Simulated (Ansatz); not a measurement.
Species: dichloromethane, CH$_{2}$Cl$_{2}$ (charge 0, singlet). SMILES: ClCCl
Geometry: optimised at B3LYP-D3(BJ)/def2-TZVP (Ansatz, a quantum-chemistry and plane-wave program).

Computed values are from Ansatz. Cores are frozen in the correlated levels unless marked. Open shells are spin-unrestricted. No spin-orbit coupling. No relativistic terms. CBS(X,Y): correlation extrapolated as X^-3; Hartree-Fock from the larger set. [CCSD(T)-MP2]/basis is that difference in the basis named.

| Quantity | Value |
|---|---|
| atomisation energy De | 371.4 kcal/mol at RI-MP2/CBS(aug-cc-pV(T+d)Z,aug-cc-pV(Q+d)Z)+[CCSD(T)-MP2]/aug-cc-pV(T+d)Z |
| total energy | -958.7975 Eh at RI-MP2/CBS(aug-cc-pV(T+d)Z,aug-cc-pV(Q+d)Z)+[CCSD(T)-MP2]/aug-cc-pV(T+d)Z |
| dipole moment | 1.64 D at CCSD(T)/aug-cc-pV(D+d)Z |
| T1 diagnostic | 0.009 at CCSD/aug-cc-pV(T+d)Z |
| measured enthalpy of formation, 298 K | -22.6 kcal/mol (Active Thermochemical Tables 1.112 (ions: stationary electron), as tabulated in the package chemicals) |
| measured dipole moment | 1.60 D (NIST CCCBDB, as tabulated in the package chemicals; older table, unchecked) |
